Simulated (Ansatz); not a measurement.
Geometry optimisation, RKS PBE0-D4/def2-SVP (Ansatz 0.2.0).

Input:

```yaml
crystal:
  periodic: [false, false, false]
  atoms:
    - { symbol: B, position_ang: [0.261958, 0.0, 0.151259] }
    - { symbol: H, position_ang: [0.376043, 0.0, 1.32281] }
    - { symbol: H, position_ang: [1.333614, 0.0, -0.33567] }
    - { symbol: F, position_ang: [-0.871716, 0.0, -0.503299] }
basis:
  gaussian: { orbitals: def2-SVP }
hamiltonian:
  xc: pbe0
  dispersion: d4
relax:
  f_tol: 0.03
  max_steps: 50
```

Launched with:

```bash
$ ansatz run input.yaml --threads 1 --pin off --max-ram 2048MiB --backend cpu --events-out ev --progress --plain --runs-dir out
```

Task: Where does it end, and by what steps?

Result: It converged. After 5 steps the energy has fallen by 0.177 eV; H2 moved furthest, 0.13 Å.

| step | energy less start (eV) | largest force component (eV/Å) | accepted |
| --- | --- | --- | --- |
| 0 | 0.0000 | 1.250 | yes |
| 1 | -0.1593 | 0.542 | yes |
| 2 | 0.0520 | 3.697 | no |
| 3 | -0.1770 | 0.079 | yes |
| 4 | -0.1773 | 0.041 | yes |
| 5 | -0.1773 | 0.001 | yes |

```xyz
4
Properties=species:S:1:pos:R:3
B 0.316 0.000 0.182
H 0.269 0.000 1.391
H 1.339 0.000 -0.462
F -0.824 0.000 -0.476
```

Whether the end is a true minimum wasn't checked by a vibrational analysis.

Time of the run: 2.1 s on 1 thread of Intel(R) Xeon(R) 6975P-C (Granite Rapids), on a shared host, peak memory 0.11 GiB.
